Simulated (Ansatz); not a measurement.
**Bulk modulus B0 of some transition metals**

Method: PBE (Ansatz, a program for electronic structure, PAW). References are measured values corrected to a static lattice. The table is a random draw of 8 from 22 solids with such references.

Values in GPa.

```tsv
solid	reference	PBE	error (%)
bcc W	312 (300–328)	303	-2.9
bcc Fe	174	197	+13.2
hcp Os	425	397	-6.6
hcp Hf	110	107	-2.7
fcc Au	182	139	-24
fcc Pd	195 (187–198)	168	-13.8
hcp Ru	318 (318–336)	311	-2.2
bcc Mo	265 (265–278)	259	-2.3
```

Over these 8 solids the mean error is -5.1 %, the mean absolute error 8.4 % (median 4.7 %), and the worst case fcc Au at -24 %; the value is below the reference in 7 of 8 cases. Over all 22, from unrounded values, the mean error is -2.8 % and the mean absolute error 6.8 % (median 3.2 %).

All these references are brought to a static lattice.

Spin–orbit coupling is left out, also for the solids with elements from indium on (bcc W, hcp Os, hcp Hf, fcc Au); its size isn't shown.

In Ansatz's fits of the non-cubic solids, shape and atoms are relaxed at each volume.

Brackets give the range of the sources taken for a reference, where it is wide; it can hold other temperatures.

Differences are worked out from the printed values.

Each level is taken at its own relaxed cell. Ansatz's density-functional and Hartree–Fock values are scalar-relativistic unless marked +SOC, with PAW data made under PBE.

Ansatz's runs of these crystals have no spin polarisation, but for bcc Fe.

Density-functional runs with spin start from parallel moments for bcc Fe.

Not in this set, of the transition metals with a reference value in our tables and a result at some level: 3 for sources at odds; 1 for a reference at room or unstated temperature. These can be a level's best or worst cases. Solids without a released value at any level aren't counted. Layered and molecular crystals are counted apart. The metals Ce to Yb are counted apart.

References as tabulated in doi:10.1021/acs.jctc.3c00612; Levämäki et al. (2014), arXiv:1402.3671; Mejia-Rodriguez and Trickey (2018), arXiv:1807.09216.
